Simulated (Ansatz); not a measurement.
# C2F3N: the cost of one run

The runs use Ansatz 0.2.0, Gaussian basis; the settings change from run to run.

## Step 1: The molecule

The structure was relaxed beforehand with PBE0-D4 in a triple-zeta def2 set.

SMILES `[C-]#[N+]C(F)(F)F`, 6 atoms, charge 0, spin multiplicity 1.

Atoms are counted from 1 here; the program's logs count them from 0.

Bond lengths: C1–N2 1.169 Å, N2–C3 1.402 Å, C3–F4 1.323 Å, C3–F5 1.323 Å, C3–F6 1.323 Å. Angles: C1–N2–C3 180.0°, N2–C3–F4 110.1°, N2–C3–F5 110.1°, N2–C3–F6 110.1°, F4–C3–F5 108.8°, F4–C3–F6 108.8°, F5–C3–F6 108.8°.

As a file:

```
C     0.8480   -1.7385    0.9061
N     0.3839   -0.7868    0.4102
C    -0.1726    0.3539   -0.1845
F    -1.2912    0.0371   -0.8165
F     0.6778    0.8734   -1.0550
F    -0.4459    1.2608    0.7396
```

## Step 2: HF/cc-pVTZ-DK

Options: multiplicity 3.

in.yaml reads:

```yaml
crystal:
  periodic: [false, false, false]
  atoms:
    - {symbol: C, position_ang: [0.847952, -1.738453, 0.906119]}
    - {symbol: N, position_ang: [0.383901, -0.786821, 0.410215]}
    - {symbol: C, position_ang: [-0.172632, 0.353924, -0.184473]}
    - {symbol: F, position_ang: [-1.291211, 0.037132, -0.816485]}
    - {symbol: F, position_ang: [0.677842, 0.873430, -1.055003]}
    - {symbol: F, position_ang: [-0.445853, 1.260787, 0.739628]}
basis:
  gaussian: {orbitals: cc-pVTZ-DK}
magnetization: {spin_polarized: true, initial_magnetization: 2}
hamiltonian: {xc: {name: HF}}
output: {forces: true}
```

Run with:

```console
$ ansatz run in.yaml --threads 4 --pin off --events-out ev --progress --plain --max-ram 10444MiB
```

Q: Estimate wall time and peak memory on 4 threads of Arm Neoverse V1, shared host.

About 63 s, with a peak of 0.66 GiB.
